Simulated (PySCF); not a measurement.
# NH: from the state search to spectroscopic constants

The task here is to estimate one member of a computed series from the others.

Computed with PySCF 2.14.0. Level: H def2-TZVPP, N def2-TZVPP, no relativity.

The first run:

The job is set up so:

| Property | Result |
| --- | --- |
| atoms | H, N |
| charge | 0 |
| basis | H def2-TZVPP, N def2-TZVPP |
| Hamiltonian | no relativity |
| basis functions | 45 |
| electrons treated | 8 |
| masses in u | 1.0078, 14.0031 |
| levels | PBE0, PBE, r²SCAN, LDA, PBEsol, B2PLYP, revPBE, LC-ωPBE, HF, MP2, SCS-MP2, CCSD, CCSD(T) |
| grid | 80 radial by 434 angular points |
| occupations | held fixed by the projection of orbital angular momentum |
| dissociation limit | H + N, each in its ground configuration |
| starting distance in angstrom | 0.975 |
| values of 2S to try | 0, 2, 4 |

Started as:

```sh
OMP_NUM_THREADS=1 python dia.py task.json out
```

Among the steps run: Set-up; The PBE0 curve of the state that the search chose; Higher solutions at PBE0; PBE; r²SCAN (meta-GGA); LDA (local density); PBEsol; B2PLYP; revPBE (GGA); LC-ωPBE; UHF (mean field); Correlated methods on the Hartree–Fock reference.

One table of the session follows, with a row left open; its other results are not shown here.

Energy (eV) from each level's lowest point:

```
R (Å)    UHF  UHF-MP2  UHF-SCS-MP2  UHF-CCSD  UHF-CCSD(T)
0.893  0.453    0.509        0.511       n/a          n/a
0.935  0.184    0.224        0.225     0.244        0.252
0.977  0.041    0.064        0.065     0.077        0.082
1.008  0.000    0.010        0.010     0.017        0.019
1.039  0.004    0.000        0.000     0.000        0.000
1.070  0.044    0.027        0.027     0.020        0.017
1.112  0.143    0.110        0.109     0.090        0.084
1.164      ?        ?            ?         ?            ?
1.226  0.590    0.524        0.524     0.456        0.439
1.309  0.987    0.946        0.957       n/a          n/a
```

**Question.** Estimate the row for R (Å) = 1.164.

Worked estimate for «UHF». A straight line through the neighbours (1.112, 0.143) and (1.226, 0.590) gives 0.143 + (0.590 − 0.143) × (1.164 − 1.112) / (1.226 − 1.112) = 0.347; a parabola fitted to 4 rows on both sides gives 0.331.

As computed: UHF: 0.323; UHF-MP2: 0.270; UHF-SCS-MP2: 0.269; UHF-CCSD: 0.233; UHF-CCSD(T): 0.222. In «UHF» the line misses by +0.024 and the parabola by +0.008.

Limits of these values: Lowest PBE0 solution found, without spin–orbit coupling: ³Σ⁻ (triplet), unpaired electrons π ↑↑. Warnings in the runs' records: inverted.
